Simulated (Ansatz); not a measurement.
C8H18, SMILES `CCCCCCCC`. The species carries charge 0 and has multiplicity 1. The structure was optimised at the PBE0-D4/def2-TZVP level. It is one conformer, not always the lowest.

```xyz
26

C     0.459    2.931    2.165
C    -0.847    2.191    1.921
C    -0.764    1.133    0.828
C     0.161   -0.030    1.159
C     0.132   -1.155    0.133
C     0.670   -0.760   -1.235
C     0.779   -1.918   -2.218
C    -0.559   -2.528   -2.605
H     0.822    3.399    1.245
H     1.244    2.262    2.526
H     0.335    3.719    2.911
H    -1.623    2.916    1.653
H    -1.181    1.720    2.853
H    -0.443    1.612   -0.104
H    -1.768    0.737    0.637
H     1.191    0.330    1.263
H    -0.121   -0.432    2.139
H    -0.896   -1.523    0.039
H     0.724   -1.998    0.511
H     1.661   -0.308   -1.104
H     0.037    0.019   -1.674
H     1.287   -1.567   -3.123
H     1.425   -2.694   -1.790
H    -0.435   -3.310   -3.358
H    -1.228   -1.769   -3.023
H    -1.065   -2.977   -1.748
```

Problem. What is the dipole moment at B3LYP/def2-TZVPP? (Estimate.)

Solution. Ansatz gave: 0.00 D, zero by symmetry or nearly so.

Problem. Give the Mulliken charges with B3LYP, PBE, r2SCAN in def2-TZVPP. (Estimate.)

Solution. Computed: 
```tsv
atom	B3LYP	PBE	r2SCAN
C1	-0.25	-0.26	-0.15
C2	-0.10	-0.10	-0.02
C3	-0.08	-0.07	-0.01
C4	-0.11	-0.10	-0.05
C5	-0.11	-0.10	-0.05
C6	-0.08	-0.07	-0.01
C7	-0.10	-0.10	-0.02
C8	-0.25	-0.26	-0.15
H9	0.07	0.07	0.04
H10	0.07	0.08	0.04
H11	0.08	0.08	0.04
H12	0.06	0.06	0.02
H13	0.05	0.04	0.01
H14	0.05	0.05	0.02
H15	0.05	0.05	0.02
H16	0.05	0.05	0.02
H17	0.05	0.05	0.02
H18	0.05	0.05	0.02
H19	0.05	0.05	0.02
H20	0.05	0.05	0.02
H21	0.05	0.05	0.02
H22	0.06	0.06	0.02
H23	0.05	0.04	0.01
H24	0.08	0.08	0.04
H25	0.07	0.07	0.04
H26	0.07	0.08	0.04
```

B3LYP here is the variant with VWN-RPA as its local correlation; programs differ in this.
